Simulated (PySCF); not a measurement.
# CH₇Si₂−: electronic excitations and core binding energies

Wanted: the electronic excitations and core binding energies of CH₇Si₂− (`C[SiH2][SiH2-]`), by calculation.

Computed with PySCF 2.14.0, with density-fitted response routines of our own, on a single molecule in the gas phase. Atoms count from 0, in the outputs and in this text.

## (1) Starting geometry

10 atoms, charge -1, multiplicity 1; geometry from: GFN2-xTB.

Bonds of the start (Å): C0–Si1 1.90, Si1–Si2 2.23, C0–H3 1.09, C0–H4 1.09, C0–H5 1.09, Si1–H6 1.51, Si1–H7 1.50, Si2–H8 1.50, Si2–H9 1.50.

## (2) TDDFT and polarisability: CAM-B3LYP/def2-SVPD

Job settings and geometry (Å):

```
{"job": {"kind": "uv", "xc": "CAM-B3LYP", "basis": "def2-SVPD", "nstates": 8, "ntriplets": 3}, "charge": -1, "multiplicity": 1}
C     -1.424709    -0.448839    -0.152396
Si     0.121719     0.661236    -0.210601
Si     1.754268    -0.338013     0.929317
H     -2.329025     0.092091    -0.426183
H     -1.574969    -0.855882     0.844702
H     -1.326390    -1.290905    -0.836167
H     -0.084074     1.265873    -1.580772
H     -0.302257     1.853950     0.590654
H      2.225801    -1.487742     0.085273
H      2.948519     0.552885     0.733645
```

Level: TDDFT CAM-B3LYP/def2-SVPD, vertical, gas phase, core orbitals frozen in the response.

Run with:

```sh
$ OMP_NUM_THREADS=1 python probes_run.py task.json out
```

The driver reads the jobs from task.json and runs them one after another.

Standard output:

```text
coarse grid: 8680 points
cycle   1  E = -620.9511888854  dE = -1.751e-01  |g| = 2.977e-01  |ddm| = 3.300e+00
cycle   2  E = -620.9696696227  dE = -1.848e-02  |g| = 2.436e-01  |ddm| = 1.756e+00
cycle   3  E = -620.9864299377  dE = -1.676e-02  |g| = 2.825e-02  |ddm| = 3.577e-01
cycle   4  E = -620.9867158756  dE = -2.859e-04  |g| = 1.102e-02  |ddm| = 1.733e-01
cycle   5  E = -620.9867690227  dE = -5.315e-05  |g| = 2.037e-03  |ddm| = 1.059e-01
cycle   6  E = -620.9867720054  dE = -2.983e-06  |g| = 5.771e-04  |ddm| = 3.515e-02
final grid: 72664 points
cycle   7  E = -621.0689295495  dE = -8.678e-06  |g| = 1.978e-03  |ddm| = 3.466e-02
cycle   8  E = -621.0689296818  dE = -1.323e-07  |g| = 1.913e-03  |ddm| = 5.867e-03
cycle   9  E = -621.0689306611  dE = -9.794e-07  |g| = 7.280e-05  |ddm| = 2.674e-03
cycle  10  E = -621.0689306648  dE = -3.642e-09  |g| = 3.808e-05  |ddm| = 1.423e-03
cycle  11  E = -621.0689306656  dE = -7.906e-10  |g| = 7.369e-06  |ddm| = 2.418e-04
converged SCF energy = -621.0689306656

Static polarisability (au): isotropic 102.192, principal 84.655 94.066 127.855

Singlet excitations
state   eV       nm        f      main configurations
  1   3.7869    327.4   0.03301   H->L 0.84
  2   3.9894    310.8   0.23031   H->L+1 0.85
  3   4.3625    284.2   0.04728   H->L+2 0.79
  4   4.9240    251.8   0.05341   H->L+3 0.68, H->L+2 0.09
  5   5.1820    239.3   0.08962   H->L+4 0.72, H->L+3 0.10, H->L+6 0.09
  6   5.5184    224.7   0.04181   H->L+6 0.40, H->L+8 0.27, H->L+5 0.11
  7   5.5592    223.0   0.08096   H->L+5 0.53, H->L+6 0.22
  8   5.9335    209.0   0.08462   H->L+8 0.39, H->L+7 0.28, H->L+5 0.13

Triplet excitations (Tamm-Dancoff, eV): 3.3034 3.5804 3.8844
```

Run time: 15 s. Hardware: 1 thread of Arm Neoverse N1, shared host; peak memory 0.53 GiB.

Frontier orbitals and where they lie:

```
orbital     eV                        atoms
 HOMO−3  -5.78   Si1 33 %, H6 31 %, C0 16 %
 HOMO−2  -4.98   Si2 35 %, H8 22 %, H9 21 %
 HOMO−1  -4.16  Si2 31 %, Si1 30 %, C0 10 %
   HOMO  -1.27   Si2 60 %, Si1 19 %, H8 8 %
   LUMO   4.89   C0 26 %, Si1 24 %, H3 15 %
 LUMO+1   5.44   Si2 61 %, Si1 12 %, H6 7 %
 LUMO+2   5.53   Si1 36 %, C0 13 %, H6 12 %
```

With each of the 8 states as a Gaussian band of 0.4 eV half-width at 1/e, the curve within the window shown has maxima at 310 nm (ε 11,000), 227 nm (ε 8,200) L/(mol cm). Beyond the last state computed it falls off for lack of states. The curve at chosen wavelengths:

| nm | ε (L/mol/cm) |
| --- | --- |
| 199 | 2216 |
| 207 | 4844 |
| 214 | 6759 |
| 222 | 7963 |
| 229 | 8168 |
| 237 | 7644 |
| 245 | 6528 |
| 252 | 5300 |
| 260 | 4130 |
| 267 | 3771 |
| 275 | 4397 |
| 283 | 6017 |
| 290 | 7871 |
| 298 | 9849 |
| 305 | 10936 |
| 313 | 11096 |
| 321 | 10142 |
| 328 | 8680 |
| 336 | 6724 |
| 343 | 5069 |
| 351 | 3462 |
| 359 | 2242 |
| 366 | 1477 |
| 374 | 884 |
| 381 | 550 |
| 389 | 311 |

Ground-state properties from the same run:

```csv
property,computed
polarisability (Å³),15.14
HOMO–LUMO gap (eV),6.17
−ε(HOMO) (eV),1.27
```

## (3) Core holes by ΔSCF: SCAN, X2C

Same as in step 2 but for these lines:

```diff
@@ -1,2 +1,2 @@
-{"job": {"kind": "uv", "xc": "CAM-B3LYP", "basis": "def2-SVPD", "nstates": 8, "ntriplets": 3}, "charge": -1, "multiplicity": 1}
+{"job": {"kind": "xps"}, "charge": -1, "multiplicity": 1}
 C     -1.424709    -0.448839    -0.152396
```

Level: delta-SCF UKS SCAN, pcX-2 on the ionised atom, pcseg-1 elsewhere, spin-free X2C.

Standard output:

```text
ground state, core basis on atom 0 (C), 116 functions
  cycle   1  E = -622.30058175  |g| = 4.71e-01
  cycle   2  E = -622.26048099  |g| = 6.27e-01
  cycle   3  E = -622.37564141  |g| = 6.33e-02
  cycle   4  E = -622.37704314  |g| = 2.18e-02
  cycle   5  E = -622.37723452  |g| = 7.05e-03
  cycle   6  E = -622.37725655  |g| = 2.83e-03
  cycle   7  E = -622.37725904  |g| = 8.45e-04
  cycle   8  E = -622.37725933  |g| = 1.76e-04
  E(ground) = -622.44104870 Eh
hole in C 1s of atom 0
  cycle   1  E = -611.31189703  |g| = 1.51e+00
  cycle   2  E = -609.13169819  |g| = 2.18e+00
  cycle   3  E = -611.67416971  |g| = 5.26e-01
  cycle   4  E = -611.83865773  |g| = 2.12e-01
  cycle   5  E = -611.87284852  |g| = 1.10e-01
  cycle   6  E = -611.88511930  |g| = 2.80e-02
  cycle   7  E = -611.88579520  |g| = 9.45e-03
  cycle   8  E = -611.88586872  |g| = 2.17e-03
  cycle   9  E = -611.88587078  |g| = 9.40e-04
  cycle  10  E = -611.88587202  |g| = 3.41e-04
  E(ion) = -611.94816562 Eh   <S^2> = 0.7671   hole on atom = 1.000   binding energy = 285.526 eV
ground state, core basis on atom 1 (Si), 127 functions
  cycle   1  E = -622.47172883  |g| = 2.87e-01
  cycle   2  E = -622.47170375  |g| = 4.11e-02
  cycle   3  E = -622.47149732  |g| = 4.15e-02
  cycle   4  E = -622.47192700  |g| = 8.98e-03
  cycle   5  E = -622.47195261  |g| = 6.00e-04
  cycle   6  E = -622.47195260  |g| = 1.95e-04
  E(ground) = -622.49406201 Eh
hole in Si 1s of atom 1
  cycle   1  E = -553.74848981  |g| = 4.35e+00
  cycle   2  E = -553.30560391  |g| = 2.31e+00
  cycle   3  E = -553.90133035  |g| = 1.03e+00
  cycle   4  E = -554.67187575  |g| = 4.02e-01
  cycle   5  E = -554.80576096  |g| = 1.36e-01
  cycle   6  E = -554.82271635  |g| = 6.08e-02
  cycle   7  E = -554.82596494  |g| = 1.08e-02
  cycle   8  E = -554.82602986  |g| = 3.86e-03
  cycle   9  E = -554.82604005  |g| = 1.52e-03
  cycle  10  E = -554.82604159  |g| = 3.77e-04
  E(ion) = -554.85609543 Eh   <S^2> = 0.7524   hole on atom = 1.000   binding energy = 1840.523 eV
hole in Si 2p of atom 1
  cycle   1  E = -618.40874519  |g| = 1.24e+00
  cycle   2  E = -617.83304287  |g| = 1.34e+00
  cycle   3  E = -618.59755751  |g| = 3.98e-01
  cycle   4  E = -618.73082713  |g| = 1.42e-01
  cycle   5  E = -618.74933519  |g| = 4.76e-02
  cycle   6  E = -618.75142735  |g| = 1.16e-02
  cycle   7  E = -618.75152018  |g| = 3.53e-03
  cycle   8  E = -618.75152928  |g| = 1.07e-03
  cycle   9  E = -618.75153132  |g| = 5.93e-04
  cycle  10  E = -618.75153062  |g| = 1.59e-04
  E(ion) = -618.78507670 Eh   <S^2> = 0.7527   hole on atom = 1.002   binding energy = 100.927 eV
  2p3/2 = 100.750 eV   2p1/2 = 101.375 eV
ground state, core basis on atom 2 (Si), 127 functions
  cycle   1  E = -622.46923296  |g| = 2.88e-01
  cycle   2  E = -622.46923716  |g| = 3.77e-02
  cycle   3  E = -622.46904715  |g| = 3.58e-02
  cycle   4  E = -622.46952769  |g| = 9.30e-03
  cycle   5  E = -622.46955717  |g| = 1.15e-03
  cycle   6  E = -622.46955647  |g| = 2.05e-04
  E(ground) = -622.49125461 Eh
hole in Si 1s of atom 2
  cycle   1  E = -553.78822327  |g| = 4.35e+00
  cycle   2  E = -554.00267663  |g| = 2.07e+00
  cycle   3  E = -554.50621162  |g| = 6.97e-01
  cycle   4  E = -554.80251911  |g| = 2.91e-01
  cycle   5  E = -554.86923648  |g| = 5.68e-02
  cycle   6  E = -554.87027713  |g| = 3.52e-02
  cycle   7  E = -554.87100169  |g| = 8.94e-03
  cycle   8  E = -554.87104617  |g| = 3.16e-03
  cycle   9  E = -554.87105296  |g| = 8.48e-04
  cycle  10  E = -554.87105328  |g| = 2.03e-04
  E(ion) = -554.90118550 Eh   <S^2> = 0.7524   hole on atom = 1.000   binding energy = 1839.219 eV
hole in Si 2p of atom 2
  cycle   1  E = -618.44694973  |g| = 1.23e+00
  cycle   2  E = -618.35988138  |g| = 1.05e+00
  cycle   3  E = -618.76184973  |g| = 1.95e-01
  cycle   4  E = -618.78771293  |g| = 8.43e-02
  cycle   5  E = -618.79256116  |g| = 2.30e-02
  cycle   6  E = -618.79284312  |g| = 8.21e-03
  cycle   7  E = -618.79288260  |g| = 2.40e-03
  cycle   8  E = -618.79288554  |g| = 4.04e-04
  E(ion) = -618.82688889 Eh   <S^2> = 0.7527   hole on atom = 1.002   binding energy = 99.712 eV
  2p3/2 = 99.550 eV   2p1/2 = 100.176 eV
```

It took 42 s on 1 thread of Arm Neoverse N1, shared host; peak memory 0.44 GiB.

The holes in one table. −ε is the ground-state orbital energy:

```
       hole  stands for                   environment  ΔSCF (eV; 2p as the shell's mean)  −ε (eV)   ⟨S²⟩
  C1s on C0          C0    methyl carbon bonded to Si                             285.53    268.7  0.767
Si1s on Si1         Si1  silicon bonded to C, Si, 2 H                            1840.52   1787.9  0.752
Si2p on Si1         Si1  silicon bonded to C, Si, 2 H                             100.96     90.7  0.753
Si1s on Si2         Si2     silicon bonded to Si, 2 H                            1839.22   1786.7  0.752
Si2p on Si2         Si2     silicon bonded to Si, 2 H                              99.76     89.6  0.753
```

With the spin-orbit splitting: Si1 2p3/2 100.75, 2p1/2 101.37 eV; Si2 2p3/2 99.55, 2p1/2 100.18 eV. The table gives each 2p level as the mean over the whole 2p shell (two parts 2p3/2, one part 2p1/2), which differs a little from the single hole in the log.

## (4) What came out

| quantity | value |
| --- | --- |
| lowest singlet (CAM-B3LYP/def2-SVPD) | 3.79 eV (327 nm), f = 0.033 |
| brightest single state of those computed | state 2, 3.99 eV, f = 0.230 |
| lowest triplet | 3.30 eV |
| Si1s binding energies, SCAN/pcX-2 | Si1 1840.52, Si2 1839.22 eV |
| Si2p binding energies, SCAN/pcX-2 | Si1 100.96, Si2 99.76 eV |
| C1s binding energies, SCAN/pcX-2 | C0 285.53 eV |

The lowest singlet, at 3.79 eV, is HOMO→LUMO 0.84 and is weak; of the 8 states computed, the strongest absorption comes from state 2 at 3.99 eV. The lowest triplet lies 0.48 eV below the lowest singlet (triplets in Tamm-Dancoff, singlets in full TDDFT). The lowest singlet lies above −ε(HOMO); no detachment energy was computed, so the anion's states may not be bound. Si1 (silicon bonded to C, Si, 2 H) binds its Si1s electron 1.30 eV more tightly than Si2 (silicon bonded to Si, 2 H). The Si2p levels kept as sound span 1.20 eV, from Si2 (silicon bonded to Si, 2 H) up to Si1 (silicon bonded to C, Si, 2 H).
